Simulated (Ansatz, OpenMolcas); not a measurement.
CH6N2 (methylhydrazine): from total energies to a heat of formation

The species is CH6N2 (9 atoms), meant as a singlet with charge 0. SMILES: `CNN`. Geometry: relaxed at PBE0-D4/def2-TZVP. This is one conformer, not always the lowest.

| atom | x (Å) | y (Å) | z (Å) |
| --- | --- | --- | --- |
| C | -0.6323 | 0.7728 | -0.4169 |
| N | 0.6170 | 0.1744 | -0.0070 |
| N | 0.3869 | -0.8781 | 0.9052 |
| H | -1.3394 | 0.0637 | -0.8770 |
| H | -0.4232 | 1.5664 | -1.1385 |
| H | -1.1189 | 1.2130 | 0.4547 |
| H | 1.1265 | -0.1468 | -0.8243 |
| H | 0.1649 | -1.7551 | 0.4396 |
| H | 1.2185 | -1.0103 | 1.4642 |

Total energies at SVWN5/cc-pVDZ (OpenMolcas 26.06); the atoms run unrestricted:

| species | state | energy (Eh) |
| --- | --- | --- |
| CH6N2 | singlet | -149.875053 |
| C | triplet | -37.457783 |
| N | quartet | -54.115176 |
| H | doublet | -0.477467 |

Harmonic wavenumbers at PBE0-D4/def2-TZVP, in cm⁻¹: 255, 287, 451, 799, 922, 987, 1142, 1199, 1214, 1327, 1438, 1474, 1490, 1519, 1674, 2968, 3085, 3135, 3449, 3479, 3595.

Measured heats of formation of the gaseous atoms at 298.15 K, in kJ/mol: C 716.9, N 472.4, H 218.0. Take 1 Eh = 2625.50 kJ/mol, 1 cm⁻¹ = 0.0119627 kJ/mol, RT = 2.479 kJ/mol.

Q: What heat of formation follows?

A: 
1. Electronic atomisation energy: (-37.457783) + 2 × (-54.115176) + 6 × (-0.477467) − (-149.875053) = 1.322116 Eh = 3471.2 kJ/mol.
2. Zero-point energy: half the sum of the wavenumbers, 17944.5 cm⁻¹ = 214.7 kJ/mol.
3. Thermal vibrational enthalpy, Σ hcν̃/(exp(hcν̃/kT) − 1): 3.8 kJ/mol. Translation, rotation and pV of a non-linear molecule: 4 RT = 9.9 kJ/mol.
4. The 9 free atoms carry 5/2 RT each: 55.8 kJ/mol.
5. Atomisation enthalpy at 298 K: 3471.2 − 214.7 − 3.8 − 9.9 + 55.8 = 3298.6 kJ/mol.
6. Sum of the atoms' heats of formation: 2969.7 kJ/mol. Heat of formation: 2969.7 − 3298.6 = -328.9 kJ/mol.

The tabulated value is +94.7 kJ/mol (CRC Handbook of Chemistry and Physics), so this level is off by -423.6 kJ/mol, or 14.7 % of the atomisation enthalpy. The LDA overbinds, which puts heats of formation too low. Anharmonicity and any spin-orbit splitting of the molecule are left out.
